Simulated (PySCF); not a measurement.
## Worked example: correlation energy of HAl–CH, sextet

Geometry: that of the HAl–CH, quartet, kept fixed. The quartet lies 5.4 eV lower here.

```
atom   x (Å)    y (Å)    z (Å)
  Al  0.0000  -0.0744   0.6134
   C  0.0000   0.0101  -1.3080
   H  0.0000   1.3217   1.4205
   H  0.0000   0.5490  -2.2537
```

Basis 6-31G; PySCF 2.14.0. Correlated methods freeze the noble-gas cores, which leaves 9 electrons in 20 orbitals. R marks a restricted (for open shells ROHF) determinant, U an unrestricted one.

Full CI is exact within this basis and frozen core; it isn't the basis-set limit. The frozen core follows each run's orbitals, which can shift R against U totals by a few meV.

Restricted and unrestricted runs freeze slightly different cores, so the step to full CI, which has another core, is uncertain by up to 0.1 kcal/mol.

```csv
level,total energy (hartree)
UHF,-280.596064
UMP2,-280.656992
UCCSD,-280.678856
UCCSD(T),-280.680648
UCCSDT,-280.681341
full CI,-280.681453
```

Task: What is the correlation energy at full CI, and what share of it do UMP2 and UCCSD(T) recover?

Result: E(corr) = -280.681453 − (-280.596064) = -0.085389 hartree = -2.324 eV. UMP2: -0.060928 / -0.085389 = 71.35 %. UCCSD(T): -0.084584 / -0.085389 = 99.06 %.

Task: By how many kcal/mol does UCCSD(T) miss full CI (1 hartree = 627.509 kcal/mol), and which steps make up the rest?

Result: -280.680648 − (-280.681453) = 0.000805 hartree = 0.51 kcal/mol. Steps: UCCSDT − UCCSD(T) = -0.43, full CI − UCCSDT = -0.07 kcal/mol. That is within 1 kcal/mol of the reference in this basis, which itself misses far more of the correlation at the basis-set limit.
